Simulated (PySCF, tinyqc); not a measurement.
Worked calculation: RHF in the sto-3g basis, for LiH, spin multiplicity 1. The lowest restricted solution is unstable here: a spin-polarised one lies 0.0181 hartree lower (PySCF). One step of it, computed by the program tinyqc.

Problem. Orthogonalisation. S = U s U^T; symmetric (Loewdin) form X = U s^(-1/2) U^T, so that X^T S X = 1.

overlap S, order 1Li 1s, 1Li 2s, 1Li 2px, 1Li 2py, 1Li 2pz, 2H 1s:
$$\begin{pmatrix}
1.000000 & 0.241137 & 0.000000 & 0.000000 & 0.000000 & 0.010853 \\
0.241137 & 1.000000 & 0.000000 & 0.000000 & 0.000000 & 0.217412 \\
0.000000 & 0.000000 & 1.000000 & 0.000000 & 0.000000 & 0.000000 \\
0.000000 & 0.000000 & 0.000000 & 1.000000 & 0.000000 & 0.000000 \\
0.000000 & 0.000000 & 0.000000 & 0.000000 & 1.000000 & 0.322816 \\
0.010853 & 0.217412 & 0.000000 & 0.000000 & 0.322816 & 1.000000
\end{pmatrix}$$

Give: eigenvalues of S; X.

Solution.

eigenvalues of S: [0.5856, 0.8099, 1.0000, 1.0000, 1.1820, 1.4225]

X, order 1Li 1s, 1Li 2s, 1Li 2px, 1Li 2py, 1Li 2pz, 2H 1s:
$$\begin{pmatrix}
1.0233 & -0.1285 & 0.0000 & 0.0000 & -0.0048 & 0.0169 \\
-0.1285 & 1.0442 & 0.0000 & 0.0000 & 0.0307 & -0.1241 \\
0.0000 & 0.0000 & 1.0000 & 0.0000 & 0.0000 & 0.0000 \\
0.0000 & 0.0000 & 0.0000 & 1.0000 & 0.0000 & 0.0000 \\
-0.0048 & 0.0307 & 0.0000 & 0.0000 & 1.0441 & -0.1790 \\
0.0169 & -0.1241 & 0.0000 & 0.0000 & -0.1790 & 1.0646
\end{pmatrix}$$
